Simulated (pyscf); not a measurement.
A first-order saddle from PySCF, ωB97X-D3(BJ)/def2-SVP:

```
O
C 1 1.4166
H 2 1.1003 1 108.49
H 2 1.1026 3 109.29 1 119.87
H 2 1.1052 3 109.03 4 118.15
B 1 1.5592 2 116.37 3 -175.94
H 6 1.2072 1 112.59 2 -147.36
H 6 1.2112 7 120.91 1 -139.67
H 1 1.2767 2 114.88 3 -110.59
H 9 1.0140 1 137.87 2 -106.29
```
Charge 0, spin multiplicity 1.

Surface: singlet, charge 0. Lowest wavenumbers (cm⁻¹): 1394i, 179, 203, 339, 803.

**Question.** Name the species on either side of this saddle.

**Answer.** BH₃ (SMILES B) + H₃C–OH (SMILES CO) ⇌ H₂B–O–CH₃ (SMILES BOC) + H₂ (SMILES [H][H]), a four-centre exchange read from left to right: B–H, H–O broken and B–O, H–H formed. At ωB97M-D3(BJ)/def2-TZVP it lies +0.18 eV from the left side and +1.65 eV from the right (each side as separated species at their lowest minima found). On the reactant side the descent ends in an adduct with a B–O contact, 0.89 eV under the separated species and 1.11 eV under the saddle at ωB97X-D3(BJ)/def2-TZVP. What is counted as formed (B–O) is already present as a longer contact in the reactant adduct; forming that adduct is a step of its own. At the saddle there is also a short B–H contact that neither side keeps. H₂B–O–CH₃ lies 1.02 eV over its isomer H₃C–BH–OH (electronic energy, ωB97M-D3(BJ)/def2-TZVP). One saddle was located; it need not be the lowest between these sides.
